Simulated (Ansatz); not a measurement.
We consider hcp Os, described by r²SCAN+SOC (plane waves, PAW; Ansatz, a quantum-chemistry and plane-wave program).

Run with plane-wave cutoff 560 eV, 24×24×14 k mesh (along the axes of the cell as run), Fermi–Dirac smearing 0.05 eV, PAW data made under PBE.

Computed points:

```
V (Å³/atom)  E − E_lowest (meV/atom)  P (GPa)
-----------  -----------------------  -------
13.462                         32.03    19.03
13.742                          7.70     8.97
14.023                          0.00     0.00
14.303                          7.13    -7.99
14.583                         27.45   -15.09
```

**Question.** Estimate the bulk modulus and its pressure derivative from these points.

**Answer.** V0 = 14.023 Å³/atom, B0 = 423 GPa, B′ = 4.8 (fit to the energies at full precision).

Shape and atoms are relaxed at each volume.

Measured, for comparison: bulk modulus 425 GPa (zero-point energy and finite temperature contributions removed; as tabulated in doi:10.1021/acs.jctc.3c00612). Computed (rounded) less measured: bulk modulus -0.5 %.

Note: the bulk modulus comes from volumes at which shape and atoms were relaxed.

The computed numbers hold no vibrational or temperature effects.

It cost very roughly 100 core-minutes of CPU time.
